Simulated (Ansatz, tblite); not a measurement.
# The cluster Na₄H₄: a ladder of methods and basis sets

One table from this session's results is given with a row withheld; the runs are named, their logs left out.

Program: Ansatz 0.2.0, Gaussian basis. Level of theory: as each input shows. These are calculated values, not measurements.

Levels to be run: GFN1-xTB, GFN2-xTB, PBE-D4/def2-TZVP, r2SCAN-D4/def2-TZVP, LC-ωPBE/def2-TZVP, revPBE-D4/def2-TZVP, PBE-QIDH/def2-TZVP, LDA/def2-TZVP, BHLYP-D4/def2-TZVP, LC-ωPBE(0.10)/def2-TZVP, LC-ωPBE(0.15)/def2-TZVP, LC-ωPBE(0.20)/def2-TZVP, LC-ωPBE(0.30)/def2-TZVP, PBE-D4/def2-SVP, PBE0-D4/def2-SVP, HF/STO-3G, PBE0-D4/def2-TZVPD, PBE-D4/def2-TZVPD, r2SCAN-D4/def2-TZVPD, CCSD(T)/def2-TZVPP, MP2/def2-TZVP, RPA/def2-TZVP.

1 further run of the same task is left out (set aside as unsound or not needed).

**The relaxed structure**

The geometry is that of the singlet, from an earlier relaxation (r2SCAN-D4/def2-SVP). At that level it is the lowest of the isomers that a small search found.

8 atoms, charge 0, spin multiplicity 1.

Bond lengths: Na1–Na2 3.084 Å, Na1–Na3 3.084 Å, Na1–Na4 3.085 Å, Na1–H5 2.224 Å, Na1–H7 2.224 Å, Na1–H8 2.225 Å, Na2–Na3 3.084 Å, Na2–Na4 3.084 Å, Na2–H6 2.224 Å, Na2–H7 2.225 Å, Na2–H8 2.225 Å, Na3–Na4 3.084 Å, Na3–H5 2.226 Å, Na3–H6 2.224 Å, Na3–H8 2.224 Å, Na4–H5 2.224 Å, Na4–H6 2.225 Å, Na4–H7 2.225 Å. Angles: Na2–Na1–Na3 60.0°, Na2–Na1–Na4 60.0°, Na2–Na1–H5 91.6°, Na2–Na1–H7 46.1°, Na2–Na1–H8 46.1°, Na3–Na1–Na4 60.0°, Na3–Na1–H5 46.1°, Na3–Na1–H7 91.6°, Na3–Na1–H8 46.1°, Na4–Na1–H5 46.1°, Na4–Na1–H7 46.1°, Na4–Na1–H8 91.6°, H5–Na1–H7 92.2°, H5–Na1–H8 92.2°, H7–Na1–H8 92.2°, Na1–Na2–Na3 60.0°, Na1–Na2–Na4 60.0°, Na1–Na2–H6 91.6° and more.

PBE0-D4/def2-TZVP was run before; its log isn't repeated, and its numbers join the tables.

The first run:

Tight binding, by tblite at 300 K electronic temperature and without a spin-polarisation term:

```python
tblite.interface.Calculator('GFN1-xTB', numbers, positions, charge=0, uhf=0).singlepoint()
```

Tight binding, by tblite at 300 K electronic temperature and without a spin-polarisation term:

```python
tblite.interface.Calculator('GFN2-xTB', numbers, positions, charge=0, uhf=0).singlepoint()
```

start.molden holds the orbitals of an earlier run on this state, given as this run's starting guess.

Contents of in.yaml:

```yaml
crystal:
  periodic: [false, false, false]
  atoms:
    - {symbol: Na, position_ang: [1.615466, 0.939380, 0.275379]}
    - {symbol: Na, position_ang: [-1.414361, 0.916966, 0.851451]}
    - {symbol: Na, position_ang: [-0.351489, -0.118997, -1.851773]}
    - {symbol: Na, position_ang: [0.149806, -1.737798, 0.724741]}
    - {symbol: H, position_ang: [1.470580, -0.953657, -0.883719]}
    - {symbol: H, position_ang: [-1.679529, -0.975532, -0.286680]}
    - {symbol: H, position_ang: [0.365677, 0.123728, 1.924954]}
    - {symbol: H, position_ang: [-0.156151, 1.805899, -0.754363]}
basis:
  gaussian: {orbitals: def2-TZVP, initial_orbitals: start.molden}
hamiltonian: {xc: pbe, dispersion: d4}
scf: {omitted_lower_state_checks: [starts]}
output: {orbitals: {seedname: orbitals}}
```

Command:

```console
$ ansatz run in.yaml --threads 4 --pin off --events-out ev --progress --plain --max-ram 3916MiB
```

Steps of the session up to this table: PBE-D4/def2-TZVP; r2SCAN-D4/def2-TZVP; LC-ωPBE/def2-TZVP; revPBE-D4/def2-TZVP; PBE-QIDH/def2-TZVP; LDA/def2-TZVP; BHLYP-D4/def2-TZVP; LC-ωPBE(0.10)/def2-TZVP; LC-ωPBE(0.15)/def2-TZVP; LC-ωPBE(0.20)/def2-TZVP; LC-ωPBE(0.30)/def2-TZVP; PBE-D4/def2-SVP; PBE0-D4/def2-SVP; HF/STO-3G; PBE0-D4/def2-TZVPD; PBE-D4/def2-TZVPD; r2SCAN-D4/def2-TZVPD; CCSD(T)/def2-TZVPP; MP2/def2-TZVP; RPA/def2-TZVP.

One of the session's tables, all rows but one given; the rest of the session is left out.

It belongs to the step «Levels side by side». 

```
                  level  HOMO (eV)  LUMO (eV)  gap (eV)
              HF/STO-3G      -2.87      13.87     16.74
          LDA/def2-TZVP      -4.56      -0.77      3.79
        PBE-D4/def2-SVP      -4.41      -0.64      3.77
       PBE-D4/def2-TZVP          ?          ?         ?
      PBE-D4/def2-TZVPD      -4.44      -0.72      3.72
    revPBE-D4/def2-TZVP      -4.39      -0.70      3.69
    r2SCAN-D4/def2-TZVP      -4.60      -0.07      4.53
   r2SCAN-D4/def2-TZVPD      -4.58      -0.11      4.47
       PBE0-D4/def2-SVP      -5.46      -0.12      5.34
      PBE0-D4/def2-TZVP      -5.49      -0.21      5.28
     PBE0-D4/def2-TZVPD      -5.47      -0.24      5.23
     BHLYP-D4/def2-TZVP      -6.52       0.10      6.62
      LC-ωPBE/def2-TZVP      -8.12       0.78      8.91
LC-ωPBE(0.10)/def2-TZVP      -5.91       0.36      6.27
LC-ωPBE(0.15)/def2-TZVP      -6.50       0.57      7.07
LC-ωPBE(0.20)/def2-TZVP      -6.98       0.67      7.65
LC-ωPBE(0.30)/def2-TZVP      -7.68       0.75      8.44
```

Q: Estimate the row for PBE-D4/def2-TZVP from the others.

The run gave: HOMO (eV): -4.45; LUMO (eV): -0.72; gap (eV): 3.73. In the column «HOMO (eV)» it lies between LDA/def2-TZVP (-4.56) and PBE-D4/def2-TZVPD (-4.44).
